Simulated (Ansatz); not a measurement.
fcc Al, treated with HSE06 in Ansatz (plane waves, PAW).

Settings: plane-wave cutoff 460 eV, 14×14×14 k mesh, Fermi–Dirac smearing 0.05 eV, scalar-relativistic PAW data made under PBE.

A third-order Birch–Murnaghan fit to the energies gives V0 = 16.225 Å³/atom, B0 = 82.6 GPa, B′ = 4.3.

```
V (Å³/atom)  P (GPa)
-----------  -------
15.414          4.74
15.820           [?]
16.216          0.05
16.631         -1.93
17.037           [?]
```

Task: Estimate the withheld pressures from this fit; the answers are the runs' own values.

Result: 
- 15.820, P (GPa): 2.21
- 17.037, P (GPa): -3.62

The formula P = (3/2) B0 (x^(7/3) − x^(5/3)) [1 + (3/4)(B′ − 4)(x^(2/3) − 1)] with x = V0/V meets the computed pressures within 0.02 GPa when these rounded values are put in.

Measured, for comparison: bulk modulus 80.8 GPa (corrected for temperature and zero-point phonon effects, our sources range from 77.1 to 82.0; as tabulated in Levämäki et al. (2014), arXiv:1402.3671); equilibrium volume per atom 16.22 Å³/atom (static lattice: zero-point anharmonic expansion removed; as tabulated in Mejia-Rodriguez and Trickey (2018), arXiv:1807.09216). Computed (rounded) less measured: bulk modulus +2 % (+0.7 % to +7 % over the range), equilibrium volume per atom +0.1 %.

The result took around 5 core-minutes (rough).

Ansatz is a first-principles code.
